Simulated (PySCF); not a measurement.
nitrogen trifluoride (F₃N), SMILES FN(F)F. Atoms are numbered in the order given.

```xyz
4

F     -1.0709     0.6183    -0.1252
N      0.0000     0.0000     0.4827
F      0.0000    -1.2366    -0.1252
F      1.0709     0.6183    -0.1252
```
Charge 0, spin multiplicity 1.

The structure is a stationary point at B3LYP-D3(BJ)/def2-TZVP.

Two levels are set side by side: PBE/pcSseg-2 (PySCF) and B3LYP/pcSseg-2 (PySCF). GIAO shifts against CFCl3 (¹⁹F), NH3 (¹⁵N) at the same level; non-relativistic, no solvent, atoms listed together averaged. Differences are taken from unrounded values.

```csv
quantity,B3LYP
"δ(¹⁹F) of F1, F3, F4 (ppm)",146.9
δ(¹⁵N) of N2 (ppm),442.7
```

Q: What does PBE give, and how far is it from B3LYP? (Estimate from the structure and the level; the computed values follow.)

A: 
| quantity | PBE | PBE minus B3LYP |
|---|---|---|
| δ(¹⁹F) of F1, F3, F4 (ppm) | 136.1 | -10.8 |
| δ(¹⁵N) of N2 (ppm) | 446.1 | 3.5 |

Rough cost on one machine, each run with all the roots and properties that it gave: B3LYP against PBE about 3 times.
